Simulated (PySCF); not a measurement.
Species: Cl2.
InChI=1S/Cl2/c1-2

Computed with PySCF 2.14.0, PBE/6-31+G* geometry optimisation, gas phase.

Masses are those of the commonest isotopes; rigid-rotor values at the optimised geometry. 

(1) What are the moment of inertia and the rotational constant?

(2) List the first levels of a rigid rotor in a Σ state.

(3) Has it a pure rotational spectrum?

Results:

(1) I = 73.283 u·Å², B = 505379 MHz·u·Å²/I = 6896 MHz (0.2300 cm⁻¹, or 0.331 K as hB/k). For two atoms I = μr² with μ = 17.4844 u and r = 2.0473 Å.

(2) E(J) = BJ(J+1): J = 1: 0.460, J = 2: 1.380, J = 3: 2.760, J = 4: 4.601, J = 5: 6.901, J = 6: 9.662 cm⁻¹.

(3) Not by electric dipole: D∞h allows no dipole (computed 0.00 D). Rotational Raman lines (ΔJ = 2) lie at B(4J + 6), spaced by 4B = 0.920 cm⁻¹, with nuclear-spin weights that differ between even and odd J.

PBE/6-31+G* frequencies: not computed here. No vibrational averaging or centrifugal distortion is included, and the geometry carries the error of its method.

Hardware: Arm Neoverse V1, one thread, no GPU, shared host with 32 logical CPUs at a one-minute load of 16. Cost: 1.8 s of wall time, 0.25 GiB resident at most. These figures are those of the optimisation.
